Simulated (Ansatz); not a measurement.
# H₂F (doublet): from Hartree-Fock to the top rungs at distance H1–H2 along a hydrogen transfer = 1.026 Å, 6-31G

Aim: climb from Hartree-Fock through coupled cluster and multireference methods for H₂F (doublet) at one geometry and basis, and see what each rung misses.

Program: Ansatz 0.2.0, Gaussian basis. Level of theory: 6-31G, core rule «outside noble gas», up to 1 orbitals frozen. These are calculated values, not measurements.

The runs, in order: UHF; CCSD(T) on ROHF; CCSD(T) on UHF; BCCD(T) on ROHF; CISD; CCSDT(Q) on ROHF; CCSDT(Q) on UHF; CISDTQ; CCSDTQ on ROHF; CCSDTQ on UHF; CASSCF and MRCISD+Q, 3 electrons in 3 orbitals; CASSCF and NEVPT2, 3 electrons in 3 orbitals; CASSCF and MRCISD+Q, 9 electrons in 6 orbitals; CASSCF and NEVPT4(SD), 9 electrons in 6 orbitals; CASSCF and NEVPT2, 9 electrons in 6 orbitals; Full CI.

8 further runs of the same task are left out: 1 for a mislabelled method, 6 that didn't finish, 1 set aside as unsound or not needed.

## (1) The system

The geometry derives from fragments relaxed apart (PBE0/def2-TZVP) and kept rigid, so it is no stationary point. A hydrogen atom is moved between rigid fragments.

3 atoms, charge 0, spin multiplicity 2.

Atoms are counted from 1 here; the program's logs count them from 0.

Bond lengths: H2–F3 1.110 Å.

## (2) UHF

Input file in.yaml:

```yaml
crystal:
  periodic: [false, false, false]
  atoms:
    - {symbol: H, position_ang: [0.000000, 0.000000, -1.054000]}
    - {symbol: H, position_ang: [0.000000, 0.000000, -0.028000]}
    - {symbol: F, position_ang: [0.000000, 0.000000, 1.082000]}
basis:
  gaussian: {orbitals: 6-31G}
magnetization: {spin_polarized: true, initial_magnetization: 1}
hamiltonian: {xc: hf}
output: {orbitals: {seedname: orbitals}}
```

Command:

```
$ ansatz run in.yaml --threads 1 --pin off --events-out ev --progress --plain --max-ram 2393MiB
```

After this run come: CCSD(T) on ROHF; CCSD(T) on UHF; BCCD(T) on ROHF; CISD; CCSDT(Q) on ROHF; CCSDT(Q) on UHF; CISDTQ; CCSDTQ on ROHF; CCSDTQ on UHF; CASSCF and MRCISD+Q, 3 electrons in 3 orbitals; CASSCF and NEVPT2, 3 electrons in 3 orbitals; CASSCF and MRCISD+Q, 9 electrons in 6 orbitals; CASSCF and NEVPT4(SD), 9 electrons in 6 orbitals; CASSCF and NEVPT2, 9 electrons in 6 orbitals; Full CI.

Q: Predict the results of all the runs planned. Wanted: FCI below the RHF energy; RMP2 from FCI; UMP2 from FCI; RCCSD from FCI; RCCSD(T) from FCI; UCCSD(T) from FCI; RCCSDT(Q) from FCI; UCCSDT(Q) from FCI; NEVPT2 pair from FCI.

The runs gave:

| quantity | value |
| --- | --- |
| FCI below the RHF energy | -4.0859 eV |
| RMP2 from FCI | +180.1 meV |
| UMP2 from FCI | +283.9 meV |
| RCCSD from FCI | +50.0 meV |
| RCCSD(T) from FCI | +17.9 meV |
| UCCSD(T) from FCI | +14.7 meV |
| RCCSDT(Q) from FCI | -0.5 meV |
| UCCSDT(Q) from FCI | -0.2 meV |
| NEVPT2 pair from FCI | +58.4 meV |
| MRCISD+Q pair from FCI | +59.1 meV |
| NEVPT2 valence from FCI | +370.4 meV |
| levels within 1 kcal/mol (43 meV) | UCCSD, RCCSD(T), UCCSD(T), BCCD(T), RCCSDT, UCCSDT, CISDTQ, RCCSDT(Q), UCCSDT(Q), RCCSDTQ, UCCSDTQ |
| T1 diagnostic | 0.027 |
| effectively unpaired electrons | 1.02 |

In words: RCCSD(T) misses by +17.9 meV, 0.4 % of the correlation energy. One determinant dominates. Of the multireference levels listed MRCISD+Q valence comes nearest in total energy (+55.8 meV), which doesn't show that its space is the better one. These misses are within one basis, not against nature; the frozen cores of restricted and unrestricted runs differ, which can shift their rows.
